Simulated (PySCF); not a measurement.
Computed with PySCF 2.14.0 with TPSS-D3(BJ)/def2-TZVP // TPSS-D3(BJ)/def2-SVP. Isolated molecules, 0 K electronic values unless said otherwise. 

Reference species (SMILES): `[OH]` (neutral, multiplicity 2).

```
Property                         Result
-----------------------------  --------
dipole moment                    1.73 D
highest occupied spin orbital  -7.32 eV
```

Changed species: `C[O]` (free radical OCH3; the reference has free radical OH).

Question: Predict the effect on the dipole moment and highest occupied spin orbital.

Answer: the dipole moment rises by 0.32 D, to 2.05 D; the highest occupied spin orbital goes up by 1.16 eV, to -6.16 eV.
